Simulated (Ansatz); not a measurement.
A computed series for AlAs: pressure series

Consider AlAs in the zinc blende structure (space group F-43m, No. 216; a = 5.7281 Å).

Cell and atoms are relaxed at each pressure.

Method: PBE (Ansatz, an electronic-structure program, PAW, no spin-orbit coupling), earlier PAW set.

```tsv
P (GPa)	V (Å³/atom)
-1.99	24.253
-0.99	23.856
1.80	22.906
4.20	22.227
8.99	21.118
17.99	19.581
29.98	18.128
45.00	16.815
60.00	15.824
```

A third-order Birch–Murnaghan fit to these points gives V₀ = 23.49 Å³/atom, B₀ = 69 GPa and B₀′ = 4.0. At pressure 60 GPa the volume is 67.4 % of V₀.

Measured bulk modulus of AlAs: 75 GPa (static lattice; corrected from measurement; as listed in Daniel Mejia-Rodriguez, S. B. Trickey, Phys. Rev. B (2018)); the computed value is 9 % below it.

Between the base and pressure 4.2 GPa the gap moves from 1.50 eV to 1.41 eV, a mean slope of -22 meV/GPa.

Load acts through the strain it causes; cell and atoms are relaxed under it. No phonon test of stability was made. Measured, AlAs leaves this structure (for the NiAs type) near 12 GPa (temperature not stated; as listed in Datta, Sujoy, Jana, Debnarayan, arXiv (2020)), on rising pressure, with hysteresis.
